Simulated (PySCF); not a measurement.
## Beryllium: a sound run and one with changed settings

Sound run: Be [He] 2s2, Be+ [He] 2s1. Calculation: PySCF 2.14, in aug-cc-pVDZ-DK; scalar relativity by spin-free X2C-1e. The sound run starts from symmetry-adapted Hartree-Fock orbitals and uses a fine grid where one is needed.

A second run was set up differently.

| species | method | sound run (hartree) | changed run (hartree) | converged |
| --- | --- | --- | --- | --- |
| Be | UHF | -14.57489 | -14.57489 | yes |
| Be | PBE | -14.63034 | -14.63897 | yes |
| Be | M06-2X | -14.66714 | -14.65906 | yes |
| Be+ | UHF | -14.27811 | -14.27811 | yes |
| Be+ | PBE | -14.29809 | -14.30440 | yes |
| Be+ | M06-2X | -14.33282 | -14.32273 | yes |

Ionisation energy of Be:

```csv
method,sound run (eV),changed run (eV)
UHF,8.076,8.076
PBE,9.041,9.104
M06-2X,9.097,9.152
```

(1) What was changed?
A. radial grid too coarse
B. minimal basis
C. level shift left on
D. all electrons correlated in a valence basis

Answers

(1) A. It used radial step 0.8 in ln r (0.13 in the sound run). A coarse radial grid mis-integrates the density and the exchange-correlation energy, with errors of either sign; Hartree-Fock needs no grid.
